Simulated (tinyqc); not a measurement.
Worked calculation: Hueckel theory of the pi electrons, for the molecule C=NC=CC=O (SMILES; centres numbered as the heavy atoms are written). One step of it, computed by the program tinyqc.

Task: Energy, charges, bond orders. E = sum n x; q_r = z_r - P_rr; bond order p = P_rs; free valence = sqrt(3) - sum of p over the bonds of the atom.

x values: 2.000000  1.654796  0.769800  -0.231880  -1.000000  -1.692716

occupations: 2.000000  2.000000  2.000000  0.000000  0.000000  0.000000

charge and bond-order matrix P, lower triangle:
```
           1C         2N         3C         4C        5C        6O
1C   0.675671
2N   0.833225   1.199967
3C   0.107684   0.495703   0.790060
4C  -0.337522  -0.054372   0.743723   1.069237
5C  -0.162056  -0.116688   0.224805   0.552278  0.702327
6O   0.220834   0.058777  -0.308133  -0.142105  0.718306  1.562738
```

Centres:

| centre | z_r, pi electrons of the neutral centre | h |
|---|---|---|
| 1C | 1 | 0.000000 |
| 2N | 1 | 0.500000 |
| 3C | 1 | 0.000000 |
| 4C | 1 | 0.000000 |
| 5C | 1 | 0.000000 |
| 6O | 1 | 1.000000 |

Bonds:

| i | j | k |
|---|---|---|
| 1 | 2 | 1 |
| 2 | 3 | 1.000000 |
| 3 | 4 | 1 |
| 4 | 5 | 1 |
| 5 | 6 | 1 |

Give: pi energy = 6 alpha + this times beta; pi charges; Bond orders and lengths from R = 1.517 - 0.180 p; free valence of the carbons; gap between the highest filled and the next level.

Result:

pi energy = 6 alpha + this times beta = 8.8492

pi charges: 1C 0.3243, 2N -0.2000, 3C 0.2099, 4C -0.0692, 5C 0.2977, 6O -0.5627

Bond orders and lengths from R = 1.517 - 0.180 p (angstrom, C-C alone):

| bond | p | R |
|---|---|---|
| 1-2 | 0.8332 | - |
| 2-3 | 0.4957 | - |
| 3-4 | 0.7437 | 1.3831 |
| 4-5 | 0.5523 | 1.4176 |
| 5-6 | 0.7183 | - |

free valence of the carbons: 1C 0.8988, 3C 0.4926, 4C 0.4360, 5C 0.4615

gap between the highest filled and the next level = 1.0017 |beta|
